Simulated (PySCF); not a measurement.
C₄H₅FO.
Numbering: `[O:1]=[C:2]([F:3])[CH:4]1[CH2:5][CH2:6]1` (hydrogens: H7 on C4; H8, H9 on C5; H10, H11 on C6)

Structure used (PBE0-D3(BJ)/def2-SVP), in Å, numbered top down from 1:
```xyz
11
C4H5FO angstrom
O      1.8305    0.0788   -1.1849
C      1.3314    0.7065   -0.3102
F      1.9494    1.7804    0.2001
C      0.0371    0.4601    0.3513
C     -0.3749   -0.9863    0.5214
C     -1.0552   -0.1537   -0.4966
H     -0.2376    1.1761    1.1275
H     -0.9040   -1.2355    1.4440
H      0.3406   -1.7351    0.1731
H     -2.0738    0.1932   -0.3088
H     -0.8028   -0.3274   -1.5456
```

Method: PBE0-D3(BJ)/def2-SVP geometry optimisation, gas phase (PySCF).

Masses are those of the commonest isotopes; rigid-rotor values at the optimised geometry. The values belong to one conformer with, in the numbering `[O:1]=[C:2]([F:3])[CH:4]1[CH2:5][CH2:6]1`, O1–C2–C4–C5 34°.

Question: What are A, B and C (GHz)?

Answer: Ia = 66.49, Ib = 187.83, Ic = 215.20 u·Å²; 505379 MHz·u·Å²/I gives 7600, 2691 and 2348 MHz, that is A = 7.6003, B = 2.6907, C = 2.3484 GHz.

Question: Classify the top.

Answer: An asymmetric top. Ray's parameter κ = (2B − A − C)/(A − C) = -0.870; −1 is the prolate and +1 the oblate limit.

Question: What does the inertial defect say?

Answer: Not planar: Δ = Ic − Ia − Ib = -39.12 u·Å². For a rigid frame Δ = −2 Σ m c², so Σ m c² = 19.56 u·Å² lies off the ab plane: 6.41 from hydrogen and 13.15 from heavier atoms. The atom farthest from that plane is 1.28 Å away.

Question: Give the other two planar moments, Paa and Pbb, and the rms extents of the mass along the axes.

Answer: Paa = Σ m a² = (Ib + Ic − Ia)/2 = 168.27 and Pbb = Σ m b² = (Ia + Ic − Ib)/2 = 46.93 u·Å². With the mass M = 88.03 u, the rms extents √(P/M) along a, b and c are 1.38, 0.73, 0.47 Å.

Question: Where do the levels up to J = 3 lie, in cm⁻¹?

Answer: Above 0(0,0):
J = 1: 1(0,1) 0.1681, 1(1,1) 0.3319, 1(1,0) 0.3433
J = 2: 2(0,2) 0.5037, 2(1,2) 0.6566, 2(1,1) 0.6909, 2(2,1) 1.1822, 2(2,0) 1.1827
J = 3: 3(0,3) 1.0056, 3(1,3) 1.1434, 3(1,2) 1.2119, 3(2,2) 1.6864, 3(2,1) 1.6893, 3(3,1) 2.5342, 3(3,0) 2.5342

Question: Which lines would a microwave search look for?

Answer: The dipole components are |μa| = 2.62 D, |μb| = 1.72 D, |μc| = 0.00 D; the mirror of this Cs structure is the ab plane, so μc vanishes by symmetry (the 0.02 D computed is a residue) and there are no c-type lines. The squared components, which scale the intensities, stand as 1.00 : 0.43 (a : b). Some lines, for components of 0.1 D or more:

```csv
type,branch,"J(Ka,Kc)",MHz,lower level (cm⁻¹)
a,Q,"1(1,0) ← 1(1,1)",342,0.332
a,Q,"2(1,1) ← 2(1,2)",1027,0.657
a,Q,"3(1,2) ← 3(1,3)",2053,1.143
a,R,"1(0,1) ← 0(0,0)",5039,0.000
b,R,"2(0,2) ← 1(1,1)",5151,0.332
b,Q,"3(1,2) ← 3(0,3)",6182,1.006
a,R,"2(1,2) ← 1(1,1)",9736,0.332
b,R,"3(0,3) ← 2(1,2)",10464,0.657
b,Q,"3(2,1) ← 3(1,2)",14313,1.212
a,R,"3(1,3) ← 2(1,2)",14593,0.657
b,R,"2(1,2) ← 1(0,1)",14646,0.168
a,R,"3(0,3) ← 2(0,2)",15048,0.504
a,R,"3(2,1) ← 2(2,0)",15186,1.183
a,R,"3(1,2) ← 2(1,1)",15620,0.691
b,Q,"2(2,1) ← 2(1,2)",15756,0.657
b,Q,"3(2,2) ← 3(1,3)",16279,1.143
b,R,"2(2,1) ← 1(1,0)",25149,0.343
b,Q,"3(3,0) ← 3(2,1)",25329,1.689
b,Q,"3(3,1) ← 3(2,2)",25414,1.686
b,R,"2(2,0) ← 1(1,1)",25509,0.332
b,R,"3(2,2) ← 2(1,1)",29846,0.691
b,R,"3(2,1) ← 2(1,2)",30959,0.657
b,R,"3(3,1) ← 2(2,0)",40514,1.183
b,R,"3(3,0) ← 2(2,1)",40532,1.182
```

Question: Estimate the classical rotational partition function at 50 K, 100 K and 500 K.

Answer: Point group Cs, symmetry number σ = 1; q = (√π/σ)·√((kT/h)³/(ABC)), k/h = 20836.6 MHz/K: 8600 at 50 K, 24300 at 100 K, 272000 at 500 K.

Whether it is a minimum is left open (no frequencies). Zero-point vibration and centrifugal distortion are left out.
